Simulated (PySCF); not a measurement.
**Worked example: entropy of an ideal gas**

C₂H₆S, SMILES CCS.

The structure is a stationary point at B3LYP-D3(BJ)/def2-TZVP. One conformer was computed; it need not be the lowest.

B3LYP-D3(BJ)/def2-TZVP (PySCF 2.14.0) gives the harmonic wavenumbers 208, 258, 331, 651, 740, 879, 985, 1067, 1124, 1283, 1309, 1415, 1480, 1491, 1499, 2664, 3028, 3055, 3084, 3092, 3115 cm⁻¹ and the rotational temperatures 1.3929, 0.2515, 0.2309 K. The molar mass is 62.13 g/mol, the symmetry number 1, the spin multiplicity 1.

### Question
Work out the entropy at 298.15 K and 1 atm in the rigid-rotor, harmonic-oscillator model.

### Answer

Translation (Sackur–Tetrode at 1 atm): S = R[1.5 ln M + 2.5 ln T − 1.16487] = 160.2 J/(mol K).
Rotation: q = (√π/σ) T^1.5/√(θA θB θC) = 32100, S = R[ln q + 3/2] = 98.7 J/(mol K).
Vibration: with u = 1.4388 ν/T, each mode gives R[u/(e^u − 1) − ln(1 − e^−u)]:
```csv
ν (cm⁻¹),modes,u,S (J/(mol K))
208,1,1.00,8.62
258,1,1.25,7.01
331,1,1.60,5.25
651,1,3.14,1.55
740,1,3.57,1.10
879,1,4.24,0.64
985,1,4.75,0.42
1067,1,5.15,0.30
1124,1,5.42,0.24
1283,1,6.19,0.12
1309,1,6.32,0.11
1415,1,6.83,0.07
1480,1,7.14,0.05
1491,1,7.20,0.05
1499,1,7.23,0.05
```
The stiffer modes add less than 0.005 each. Sum 25.6 J/(mol K).
Spin: R ln 1 = 0.0 J/(mol K).
Total 284.6 J/(mol K); the program's own thermochemistry gives 284.6. Translation makes up 56 % and vibration 9 %. Anharmonicity, hindered rotation and orbital degeneracy are left out.
